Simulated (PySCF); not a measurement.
**isobutane: calculation against experiment**

**What was measured.**

NIST CCCBDB Release 22 (SRD 101), experimental dipoles lists, for the gas: dipole moment (microwave Stark effect) 0.132 D.

The results are set against them at the end.

Species: isobutane, C₄H₁₀.
Numbering: `[CH3:1][CH:2]([CH3:3])[CH3:4]` (hydrogens: H5, H6, H7 on C1; H8 on C2; H9, H10, H11 on C3; H12, H13, H14 on C4)

Geometry (GFN2-xTB, Å), atoms numbered from 1 in this order:
```xyz
14
C4H10 angstrom
C     -0.0345    1.3643   -0.6339
C      0.0300    0.1221    0.2512
C      1.2602   -0.7142   -0.0917
C     -1.2403   -0.7101    0.0952
H      0.8600    1.9709   -0.5101
H     -0.1130    1.0776   -1.6807
H     -0.8998    1.9725   -0.3795
H      0.1083    0.4432    1.2962
H      2.1692   -0.1309    0.0379
H      1.2122   -1.0495   -1.1258
H      1.3203   -1.5902    0.5506
H     -1.2062   -1.5867    0.7384
H     -2.1181   -0.1247    0.3599
H     -1.3490   -1.0445   -0.9347
```

The PySCF runs (gas phase, on this GFN2-xTB geometry; no spin–orbit coupling):

| level | job | basis functions | wall time |
| --- | --- | --- | --- |
| PBE0/pcSseg-1 | shieldings, charges and field gradients | 118 | 16 s |
| B3LYP/pcJ-1 | spin–spin couplings from 14 perturbed nuclei, spin–dipole term left out | 208 | 26 s |

Hardware: an x86-64 server with one thread, on a shared host.

## Comparison

**Dipole moment.** Measured: 0.132 D (NIST CCCBDB Release 22 (SRD 101), experimental dipoles).

| level | computed (D) | computed − measured (D) |
| --- | --- | --- |
| PBE0/pcSseg-1 | 0.107 | -0.025 |
| B3LYP/pcJ-1 | 0.124 | -0.008 |

Closest is B3LYP/pcJ-1 (-0.008 D), furthest PBE0/pcSseg-1 (-0.025 D); one molecule doesn't rank methods. The computed dipoles belong to one fixed geometry; measured ones are averaged over vibrations unless marked μe. Magnitudes are compared, not signs.

No measured geometry was used, and the causes of the misses weren't examined.
